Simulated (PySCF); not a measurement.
Level of theory: B3LYP-D3(BJ)/def2-TZVP // TPSS-D3(BJ)/def2-SVP (PySCF). Isolated molecules, 0 K electronic values unless said otherwise. B3LYP has the VWN-RPA correlation part, as in Gaussian. 

Reference species (SMILES): `[C-]#[N+]C` (neutral, multiplicity 1).

| Quantity | Value |
|---|---|
| HOMO | -8.53 eV |

Changed species: `C#C` (free ligand C2H2; the reference has free ligand CNCH3).

Predict the effect on the HOMO.

the HOMO increases by 0.43 eV, to -8.10 eV.
